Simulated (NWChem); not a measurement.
# SiH2O (oxosilane) at mPW1K/cc-pV(D+d)Z (COSMO water)

Aim: the vertical ionisation energy of SiH2O (oxosilane) at mPW1K/cc-pV(D+d)Z (COSMO water), from 2 runs. 

The results are computed with NWChem 7.3.0.

5 further runs of the same task are left out: 1 that didn't finish, 4 set aside as unsound or not needed.

### Step 1. The structure to begin with

SiH2O has 4 atoms, charge 0, and is taken as a singlet. SMILES: `O=[SiH2]`. Geometry: relaxed at PBE0-D4/def2-TZVP.

Bond lengths: O1–Si2 1.516 Å, Si2–H3 1.485 Å, Si2–H4 1.486 Å. Angles: O1–Si2–H3 124.0°, O1–Si2–H4 124.0°, H3–Si2–H4 111.9°.

### Step 2. Energy and gradient at mPW1K/cc-pV(D+d)Z (COSMO water)

Contents of run.py:

```python
from ase import Atoms
from ase.calculators.nwchem import NWChem

system = Atoms('OSiHH', positions=[
    [-0.283200, 0.413500, 1.469500],
    [-0.006700, 0.009800, 0.034900],
    [0.439900, -1.346000, -0.376200],
    [-0.150000, 0.922700, -1.128300],
])

calc = NWChem(
    label='mol',
    theory='dft',
    memory='2200 mb',
    basis='"cc-pV(D+d)Z"',
    basispar='spherical bse',
    cosmo={'dielec': '78.355'},
    dft={'xc': 'mpw1k', 'mult': '1', 'grid': 'medium'},
)
system.calc = calc

forces = system.get_forces()
print(f"energy = {system.get_potential_energy():.6f} eV")
print("forces (eV/A):")
for s, f in zip(system.symbols, forces):
    print(f"{s:2s} {f[0]:10.5f} {f[1]:10.5f} {f[2]:10.5f}")
print("dipole (e A):", system.get_dipole_moment().round(4))
```

Started as:

```bash
$ export ASE_NWCHEM_COMMAND="nwchem PREFIX.nwi > PREFIX.nwo"
$ python run.py
```

What it wrote:

```text
energy = -9956.391996 eV
forces (eV/A):
O    -0.04165    0.09256    0.28256
Si    0.10850   -0.18815   -0.62005
H    -0.05312    0.10207    0.14666
H    -0.01373   -0.00648    0.19083
dipole (e A): [ 0.1774 -0.2601 -0.9167]
```

The calculator wrote mol.nwi:

```
title "mol"

permanent_dir mol

scratch_dir mol

start mol

geometry units angstrom nocenter noautosym noautoz
  O  -2.8320000000000001e-01 4.1349999999999998e-01 1.4695000000000000e+00
  Si -6.7000000000000002e-03 9.7999999999999997e-03 3.4900000000000000e-02
  H  4.3990000000000001e-01 -1.3460000000000001e+00 -3.7619999999999998e-01
  H  -1.4999999999999999e-01 9.2269999999999996e-01 -1.1283000000000001e+00
end

memory 2200 mb

basis spherical bse noprint
   * library "cc-pV(D+d)Z"
end

cosmo
  dielec 78.355
end
dft
  xc mpw1k
  mult 1
  grid medium
end

task dft gradient
```

mol.nwo:

```text
Northwest Computational Chemistry Package (NWChem) 7.3.0
             --------------------------------------------------------

           Job information
           ---------------

    nwchem branch   = 7.3.0
    use scalapack   = T
    input           = mol.nwi
    prefix          = mol.
    data base       = mol/mol.db
    status          = startup
    nproc           =        1

           Memory information
           ------------------

    heap     =     72089594 doubles =      550.0 Mbytes
    stack    =     72089599 doubles =      550.0 Mbytes
    global   =    144179200 doubles =     1100.0 Mbytes (distinct from heap & stack)
    total    =    288358393 doubles =     2200.0 Mbytes
    verify   = yes
    hardfail = no

           Directory information
           ---------------------

  0 permanent = mol
  0 scratch   = mol

[... 147 lines left out ...]
          Convergence on energy requested:  1.00D-06
[... 25 lines left out ...]
          Convergence Information
[... 30 lines left out ...]
 1-e energy   =    -608.676615
[... 41 lines left out ...]
         Total DFT energy =     -365.890660166163
[... 3 lines left out ...]
 Nuclear repulsion energy =       52.484793796052
[... 12 lines left out ...]
 (electrostatic) solvation energy =         0.013631888056 (    8.55 kcal/mol)
[... 375 lines left out ...]
          Convergence on gradient requested:  5.00D-04
[... 26 lines left out ...]
          total energy or number of iterations.
[... 18 lines left out ...]
                            NWChem DFT Gradient Module
                            --------------------------

                                        mol

  charge          =   0.00
  wavefunction    = closed shell

                         DFT ENERGY GRADIENTS

    atom               coordinates                        gradient
                 x          y          z           x          y          z
   1 O      -0.535170   0.781402   2.776952    0.000810  -0.001800  -0.005495
   2 Si     -0.012661   0.018519   0.065951   -0.002110   0.003659   0.012058
   3 H       0.831290  -2.543571  -0.710915    0.001033  -0.001985  -0.002852
   4 H      -0.283459   1.743650  -2.132178    0.000267   0.000126  -0.003711

                 ----------------------------------------
                 |  Time  |  1-e(secs)   |  2-e(secs)   |
                 ----------------------------------------
                 |  CPU   |       0.02   |       4.66   |
                 ----------------------------------------
                 |  WALL  |       0.02   |       4.66   |
                 ----------------------------------------

 Task  times  cpu:       22.4s     wall:       22.4s
 Total times  cpu:       22.5s     wall:       22.5s
```

Run time: 24 s. Hardware: 1 thread of Intel Xeon Platinum 8259CL at 2.50GHz (Skylake/Cascade Lake), shared host; peak memory 0.11 GiB.

### Step 3. The doublet cation

Contents of m1.nw:

```
start m1
title "H2OSi"
memory 2200 mb
charge 1

geometry noautosym nocenter noautoz
O    -0.283200    0.413500    1.469500
Si   -0.006700    0.009800    0.034900
H     0.439900   -1.346000   -0.376200
H    -0.150000    0.922700   -1.128300
end

basis spherical bse
* library "cc-pV(D+d)Z"
end

cosmo
dielec 78.355
end

dft
xc mpw1k
mult 2
grid medium
maxiter 150
end

task dft gradient
```

Started as:

```bash
$ nwchem m1.nw > m1.out
```

What it wrote:

```text
[...]
          Wavefunction type:  spin polarized.
          No. of atoms     :     4
          No. of electrons :    23
[...]
          Charge           :     1
          Spin multiplicity:     2
[...]
          AO basis - number of functions:    47
[...]
              XC Information
              --------------
                        MPW1K Method XC Functional
                     Hartree-Fock (Exact) Exchange  0.428
                        mPW91  Exchange Functional  0.572
                Perdew 1991 Correlation Functional  1.000 non-local
            Perdew 1991 LDA Correlation Functional  1.000 local
[...]
 d= 0,ls=0.0,diis     1   -365.0290277151 -4.18D+02  4.23D-02  8.24D-01     1.9
[...]
 d= 0,ls=0.0,diis     7   -365.5990756950 -2.95D-07  1.43D-06  5.16D-09    25.5
[...]
         Total DFT energy =     -365.599075694981
      One electron energy =     -598.016429455945
           Coulomb energy =      214.612102049996
    Exchange-Corr. energy =      -29.944576139756
 Nuclear repulsion energy =       52.484793796052
             COSMO energy =       -4.734965945328
[...]
      <S2> =      0.7596 (Exact =     0.7500)
[...]
  wavefunction    = open shell
                         DFT ENERGY GRADIENTS
    atom               coordinates                        gradient
                 x          y          z           x          y          z
   1 O      -0.535170   0.781402   2.776952    0.015335  -0.022278  -0.080147
   2 Si     -0.012661   0.018519   0.065951   -0.019695   0.028443   0.105349
   3 H       0.831290  -2.543571  -0.710915    0.001606   0.001534  -0.013415
   4 H      -0.283459   1.743650  -2.132178    0.002753  -0.007699  -0.011787
[...]
```

Run time: 34 s. Hardware: 1 thread of Intel Xeon Platinum 8259CL at 2.50GHz (Skylake/Cascade Lake), shared host; peak memory 0.11 GiB.

### Step 4. Summary of results

Level: mPW1K/cc-pV(D+d)Z (COSMO water).

| quantity | value |
| --- | --- |
| singlet SiH2O: total energy | -365.89066 Eh |
| singlet SiH2O: dipole moment | 4.66 D |
| singlet SiH2O: HOMO energy | -9.42 eV |
| singlet SiH2O: LUMO energy | -1.07 eV |
| singlet SiH2O: HOMO–LUMO gap | 8.35 eV |
| singlet SiH2O: solvent term in the energy | -35.8 kJ/mol |
| singlet SiH2O: largest force on an atom | 0.657 eV/Å |
| doublet cation: total energy | -365.59908 Eh |
| doublet cation: HOMO energy (highest over α and β) | -13.06 eV |
| doublet cation: LUMO energy (lowest over α and β) | -6.60 eV |
| doublet cation: solvent term in the energy | -288.2 kJ/mol |
| doublet cation: ⟨S²⟩ | 0.760 |
| doublet cation: largest force on an atom | 5.702 eV/Å |
| vertical ionisation energy (to the doublet cation) | 7.934 eV |

**Reading.** Removing an electron at fixed nuclei costs 7.93 eV (766 kJ/mol). The largest force (singlet SiH2O) is 0.66 eV/Å: the shape isn't a stationary point for this species at this level. The continuum is in equilibrium with both charges, so this lies below a true vertical value in solution, where the slow polarisation stays frozen. The negative HOMO energy of the first species, 9.42 eV, lies 1.49 eV above that difference.
